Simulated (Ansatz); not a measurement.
This geometry of HOS2 (4 atoms, charge 0, multiplicity 2) is a first-order saddle point.

These are results of Ansatz 0.2.0, UKS B3LYP-D4/cc-pVDZ, not measurements.

```xyz
4
Properties=species:S:1:pos:R:3
S -1.445 -0.130 1.280
O -0.675 0.496 -0.055
S 1.083 0.343 -0.180
H 1.037 -0.709 -1.045
```

Which two structures does it join? (They come from a converged band through this point; their orientation in space is the band's.)

No bond is made or broken. The dihedral S1–O2–S3–H4 goes from 0 to -180°.

Initial state:

```xyz
4
Properties=species:S:1:pos:R:3
S -1.400 -0.420 0.904
O -0.441 0.810 0.346
S 0.981 0.485 -0.621
H 0.859 -0.875 -0.629
```

Final state:

```xyz
4
Properties=species:S:1:pos:R:3
S -1.649 0.485 1.128
O -0.502 -0.387 0.310
S 0.785 0.522 -0.489
H 1.366 -0.620 -0.949
```

How far does it lie above each of them?

0.039 eV above the first and 0.041 eV above the second. This is the barrier of this one path; another mechanism may lie lower.

The run took 78 s on 1 thread of Intel(R) Xeon(R) 6975P-C (Granite Rapids) (shared host), peak memory 0.16 GiB.
